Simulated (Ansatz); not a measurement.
## CO, triplet: from triple and quadruple zeta to the limit

```xyz
2

O     0.0000    0.0000    0.0000
C     0.0000    0.0000    1.1955
```

Ansatz 0.2.0, UHF determinant, valence electrons correlated. Energies in eV.

| set | X | functions | Hartree–Fock | MP2 correlation | CCSD(T) correlation | time |
| --- | --- | --- | --- | --- | --- | --- |
| def2-TZVPP | 3 | 62 | -3063.8740 | -8.3404 | -9.2910 | 3.2 s on 1 × NVIDIA H100 80GB HBM3 with 1 thread of AMD EPYC 7R13 Processor (Zen 3), with other jobs on the host |
| def2-QZVPP | 4 | 114 | -3064.0154 | -9.0157 | -9.9331 | 8 s on 1 × NVIDIA H100 80GB HBM3 with 1 thread of AMD EPYC 7R13 Processor (Zen 3), on a shared host |

Hartree–Fock is taken to follow E(X) = E∞ + A·exp(−7.88·√X), correlation E(X) = E∞ + B·X^−2.97.

Cautions: lower spins were not checked; ⟨S²⟩ of the determinant is 2.19 against 2.00, spin contaminated.

Question: Work out the CCSD(T) energy at the limit, and how far the shortcut misses it that extrapolates MP2 and adds CCSD(T) minus MP2 from the smaller set.

Answer: Hartree–Fock: E∞ = E4 + 0.1377·(E4 − E3) = -3064.0349. Correlation: E∞ = E4 + 0.7407·(E4 − E3) = -10.4086 for CCSD(T) and -9.5159 for MP2. The limit is -3074.4435 eV, 0.495 eV below def2-QZVPP. The shortcut gives a correlation energy of -9.5159 + (-0.9506) = -10.4665, 58 meV lower than the direct value.
